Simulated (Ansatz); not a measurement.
**CH2S2: ionisation energy by level of theory**

One table from this session's results is given with a row withheld; the runs are named, their logs left out.

Computed with Ansatz 0.2.0, Gaussian basis. Level: unrestricted cation, the program's frozen cores in correlated methods.

The runs, in order: UKS PBE-D4/def2-TZVPP; UKS r2SCAN-D4/def2-TZVPP; UKS PBE0-D4/def2-TZVPP; UKS B3LYP-D4/def2-TZVPP; UKS wB97X-V/def2-TZVPP; UKS wB97M-V/def2-TZVPP; UKS B2PLYP/def2-TZVPP; UHF-CCSD(T)/def2-TZVPP; UHF-MP2/def2-QZVPP; extrapolation to the limit; then −ε(HOMO) from the neutral's earlier runs with LDA (SPW92), PBE-D4, revPBE-D4, BLYP-D4, r2SCAN-D4, B97M-V, PBE0-D4, B3LYP-D4, r2SCANh-D4, r2SCAN0-D4, HSE06-D4, BHLYP-D4, CAM-B3LYP-D4, LC-ωPBE, ωB97X-V, ωB97M-V.

1 further run of the same task is left out (it didn't finish).

## Structure used throughout

The geometry comes from an earlier relaxation with PBE0-D4 in a triple-zeta def2 set; it is a stationary point.

SMILES `S=CS`, 5 atoms, charge 0, spin multiplicity 1.

Atoms are counted from 1 here; the program's logs count them from 0.

Bond lengths: S1–C2 1.613 Å, C2–S3 1.720 Å, C2–H4 1.092 Å, S3–H5 1.346 Å. Angles: S1–C2–S3 128.9°, S1–C2–H4 121.4°, S3–C2–H4 109.7°, C2–S3–H5 96.2°.

Set-up of the first run:

in.yaml

```yaml
crystal:
  periodic: [false, false, false]
  atoms:
    - {symbol: S, position_ang: [-1.475662, 0.361364, 0.799527]}
    - {symbol: C, position_ang: [-0.354977, -0.409733, -0.067457]}
    - {symbol: S, position_ang: [1.243507, 0.093123, -0.457004]}
    - {symbol: H, position_ang: [-0.549347, -1.390927, -0.506283]}
    - {symbol: H, position_ang: [1.186378, 1.272672, 0.189817]}
basis:
  gaussian: {orbitals: def2-TZVPP}
total_charge: 1
magnetization: {spin_polarized: true, initial_magnetization: 1}
hamiltonian: {xc: pbe, dispersion: d4}
```

On the command line:

```console
$ ansatz run in.yaml --threads 2 --pin off --events-out ev --progress --plain --max-ram 4352MiB
```

Among the steps run: Cation, UKS PBE-D4/def2-TZVPP; Cation, UKS r2SCAN-D4/def2-TZVPP; Cation, UKS PBE0-D4/def2-TZVPP; Cation, UKS B3LYP-D4/def2-TZVPP; Cation, UKS wB97X-V/def2-TZVPP; Cation, UKS wB97M-V/def2-TZVPP; Cation, UKS B2PLYP (frozen core)/def2-TZVPP; Cation, UHF-CCSD(T)/def2-TZVPP; Cation, UHF-MP2/def2-QZVPP.

One of the session's tables, all rows but one given; the rest of the session is left out.

Orbital estimates, from the neutral's runs:

| functional | −ε(HOMO) (eV) |
| --- | --- |
| LDA (SPW92) | 5.63 |
| PBE-D4 | 5.50 |
| revPBE-D4 | 5.45 |
| BLYP-D4 | 5.33 |
| r2SCAN-D4 | 5.73 |
| B97M-V | ? |
| PBE0-D4 | 6.72 |
| B3LYP-D4 | 6.47 |
| r2SCANh-D4 | 6.19 |
| r2SCAN0-D4 | 6.87 |
| HSE06-D4 | 6.32 |
| BHLYP-D4 | 7.79 |
| CAM-B3LYP-D4 | 8.04 |
| LC-ωPBE | 9.45 |
| ωB97X-V | 9.07 |
| ωB97M-V | 8.89 |

Estimate the missing values for B97M-V.

**Answer.** −ε(HOMO) (eV): 5.79. In the column «−ε(HOMO) (eV)» it lies between r2SCAN-D4 (5.73) and r2SCANh-D4 (6.19).
